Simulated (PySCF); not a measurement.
**UPBE0/STO-6G run of SiPH4 (SMILES [SiH2]P)**

Aim: the vertical doublet–quartet gap of SiPH4 at UPBE0/STO-6G, from 2 runs. Input form: a Python script.

The calculation is run with PySCF 2.14.0.

10 further runs of the same task are left out: 1 that didn't finish, 9 set aside as unsound or not needed.

## 1. Starting point

SiPH4: 6 atoms, total charge 0, spin state doublet. As SMILES, `[SiH2]P`. Geometry: relaxed at GFN2-xTB. This is one conformer, not always the lowest.

Bond lengths: Si1–P2 2.220 Å, Si1–H3 1.467 Å, Si1–H4 1.466 Å, P2–H5 1.384 Å, P2–H6 1.384 Å. Angles: Si1–P2–H5 96.4°, Si1–P2–H6 96.4°, P2–Si1–H3 109.7°, P2–Si1–H4 109.7°, H5–P2–H6 92.6°, H3–Si1–H4 109.1°.

## 2. A single-point energy at UPBE0/STO-6G

job.py reads:

```python
# [SiH2]P
from pyscf import gto, dft

mol = gto.M(
    atom=[
    ('Si', (0.127020, -0.986120, -0.104660)),
    ('P', (-0.338670, 1.170000, 0.142220)),
    ('H', (-0.300620, -1.724700, 1.087920)),
    ('H', (-0.579260, -1.514310, -1.276300)),
    ('H', (0.434680, 1.617150, -0.915300)),
    ('H', (0.656850, 1.437980, 1.066130)),
],
    basis='sto-6g',
    max_memory=1860,
    verbose=4,
    spin=1,
)

ks = dft.UKS(mol, xc='pbe0')
ks.grids.level = 5
ks.conv_tol = 1e-10
ks.kernel()
if not ks.converged:
    ks = ks.newton().run(ks.mo_coeff, ks.mo_occ)

etot = ks.e_tot
print('Final energy', etot)
```

Command:

```bash
$ OMP_NUM_THREADS=1 python job.py
```

Standard output:

```text
PySCF version 2.14.0

[INPUT] num. atoms = 6
[INPUT] num. electrons = 33
[INPUT] charge = 0
[INPUT] spin (= nelec alpha-beta = 2S) = 1
[INPUT] symmetry False subgroup None
[INPUT] Mole.unit = angstrom
[INPUT] Symbol           X                Y                Z      unit          X                Y                Z       unit  Magmom
[INPUT]  1 Si     0.127020000000  -0.986120000000  -0.104660000000 AA    0.240033012342  -1.863496725956  -0.197778736197 Bohr   0.0
[INPUT]  2 P     -0.338670000000   1.170000000000   0.142220000000 AA   -0.639993546606   2.210979565741   0.268756849436 Bohr   0.0
[INPUT]  3 H     -0.300620000000  -1.724700000000   1.087920000000 AA   -0.568089467567  -3.259210647037   2.055870845437 Bohr   0.0
[INPUT]  4 H     -0.579260000000  -1.514310000000  -1.276300000000 AA   -1.094642754916  -2.861631167690  -2.411857452782 Bohr   0.0
[INPUT]  5 H      0.434680000000   1.617150000000  -0.915300000000 AA    0.821426151826   3.055970602340  -1.729666321814 Bohr   0.0
[INPUT]  6 H      0.656850000000   1.437980000000   1.066130000000 AA    1.241266604921   2.717388372602   2.014693713183 Bohr   0.0

nuclear repulsion = 83.3229545422204
number of shells = 14
number of NR pGTOs = 132
number of NR cGTOs = 22
basis = sto-6g
ecp = {}

******** <class 'pyscf.dft.uks.UKS'> ********
method = UKS
initial guess = minao
damping factor = 0
level_shift factor = 0
DIIS = <class 'pyscf.scf.diis.CDIIS'>
diis_start_cycle = 1
diis_space = 8
diis_damp = 0
SCF conv_tol = 1e-10
SCF conv_tol_grad = None
SCF max_cycles = 50
direct_scf = True
direct_scf_tol = 1e-13
number electrons alpha = 17  beta = 16
XC library pyscf.dft.libxc version 7.0.0
    S. Lehtola, C. Steigemann, M. J.T. Oliveira, and M. A.L. Marques.,  SoftwareX 7, 1–5 (2018)
XC functionals = pbe0
radial grids:
    Treutler-Ahlrichs [JCP 102, 346 (1995); DOI:10.1063/1.469408] (M4) radial grids

becke partition: Becke, JCP 88, 2547 (1988); DOI:10.1063/1.454033
pruning grids: <function nwchem_prune>
grids dens level: 5
symmetrized grids: False
atomic radii adjust function: <function treutler_atomic_radii_adjust>
small_rho_cutoff = 0
Set gradient conv threshold to 1e-05
tot grids = 181304
init E= -630.331469469886
[... the frontier-level lines of each cycle are left out ...]


cycle= 1 E= -630.650981834358  delta_E= -0.32  |g|= 0.0748  |ddm|= 1.96
cycle= 2 E= -630.655080547178  delta_E= -0.0041  |g|= 0.0544  |ddm|= 0.266
cycle= 3 E= -630.657697733834  delta_E= -0.00262  |g|= 0.00938  |ddm|= 0.125
cycle= 4 E= -630.65781129022  delta_E= -0.000114  |g|= 0.00179  |ddm|= 0.0281
cycle= 5 E= -630.657819575238  delta_E= -8.29e-06  |g|= 0.00057  |ddm|= 0.00906
cycle= 6 E= -630.657820413982  delta_E= -8.39e-07  |g|= 9.65e-05  |ddm|= 0.003
cycle= 7 E= -630.657820435757  delta_E= -2.18e-08  |g|= 1.42e-05  |ddm|= 0.000479
cycle= 8 E= -630.657820436123  delta_E= -3.66e-10  |g|= 6.05e-06  |ddm|= 5.79e-05
cycle= 9 E= -630.657820436171  delta_E= -4.75e-11  |g|= 1.4e-06  |ddm|= 1.67e-05
Extra cycle  E= -630.657820436175  delta_E= -3.87e-12  |g|= 6.12e-07  |ddm|= 4.6e-06
converged SCF energy = -630.657820436175  <S^2> = 0.75106142  2S+1 = 2.0010611
Final energy -630.6578204361746
```

Wall time 8.7 s (1 thread of Arm Neoverse V1, shared host); peak memory 0.21 GiB.

## 3. The quartet

input.xyz reads:

```xyz
6

Si     0.127020    -0.986120    -0.104660
P     -0.338670     1.170000     0.142220
H     -0.300620    -1.724700     1.087920
H     -0.579260    -1.514310    -1.276300
H      0.434680     1.617150    -0.915300
H      0.656850     1.437980     1.066130
```

run.py reads:

```python
from pyscf import gto, dft

mol = gto.M(
    atom='input.xyz',
    verbose=3,
    charge=0,
    basis='sto-6g',
    spin=3,
    max_memory=1860,
)

calc0 = dft.UKS(mol, xc='pbe0')
calc0.grids.level = 5
calc0.conv_tol = 1e-10
calc0.kernel()
if not calc0.converged:
    calc0 = calc0.newton().run(calc0.mo_coeff, calc0.mo_occ)

e_tot = calc0.e_tot
print('E(%s) = %.9f' % ('PBE0', e_tot))
```

Command:

```bash
$ OMP_NUM_THREADS=1 python run.py
```

Standard output:

```text
WARN: HOMO 0.15505722222509 >= LUMO -0.275264233092478

WARN: HOMO 0.183229165055376 >= LUMO -0.0706387528050487

WARN: HOMO 0.167154510145894 >= LUMO -0.0742696964701422

WARN: HOMO 0.168045352775937 >= LUMO -0.0693740050906124

WARN: HOMO 0.167139962566062 >= LUMO -0.070387542423592

WARN: HOMO 0.16691715865477 >= LUMO -0.0703086969541748

WARN: HOMO 0.166937448895498 >= LUMO -0.0703053375721198

WARN: HOMO 0.166909096949732 >= LUMO -0.070304312409195

WARN: HOMO 0.16689519746722 >= LUMO -0.0703054417193454

WARN: HOMO 0.166894364162453 >= LUMO -0.0703050972591051

WARN: HOMO 0.166893873575144 >= LUMO -0.0703047450795557

WARN: HOMO 0.166895055071101 >= LUMO -0.070305068480595

WARN: HOMO 0.166895218857631 >= LUMO -0.0703052017743488

WARN: HOMO 0.1668952307011 >= LUMO -0.0703051358279744

converged SCF energy = -630.327409316571  <S^2> = 3.7546421  2S+1 = 4.0023204
E(PBE0) = -630.327409317
```

Run time: 7.8 s. Hardware: 1 thread of Arm Neoverse V1, shared host; peak memory 0.21 GiB.

## 4. What came out

Level: UPBE0/STO-6G.

| quantity | value |
| --- | --- |
| doublet: total energy | -630.65782 Eh |
| doublet: dipole moment | 0.97 D |
| doublet: HOMO energy (highest over α and β) | -2.62 eV |
| doublet: LUMO energy (lowest over α and β) | 1.45 eV |
| doublet: ⟨S²⟩ | 0.751 |
| quartet: total energy | -630.32741 Eh |
| quartet: dipole moment | 2.64 D |
| quartet: ⟨S²⟩ | 3.755 |
| vertical energy of the quartet above the doublet | 8.991 eV |

At this shape the quartet lies 8.99 eV (867 kJ/mol) above the doublet. In a minimal basis such a difference can be off by several eV, whatever the method. Mulliken charges (doublet) run from -0.14 on H3 to +0.29 on Si1. Mulliken charges (quartet) run from -0.15 on H4 to +0.29 on P2.
